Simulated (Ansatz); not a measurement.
## Ansatz (development build ahead of 0.2.0) run

```yaml
crystal:
  periodic: [false, false, false]
  atoms:
    - { symbol: B, position_ang: [0.03671, -0.14599, -0.90311] }
    - { symbol: F, position_ang: [0.05137, 0.13585, 0.54403] }
basis:
  gaussian: { orbitals: "6-31G" }
hamiltonian:
  xc: hf
correlation:
  method: mp2
  frozen_orbitals: { B: 1, F: 1 }
```

The input is written out in the form of the current development build from the run's settings.

Results

```yaml
Converged: yes
Reference_energy: -124.04552 hartree
Correlation_energy: -0.17294 hartree
Total_energy: -124.21846 hartree
Spin_squared_of_the_determinant: 0.000
```
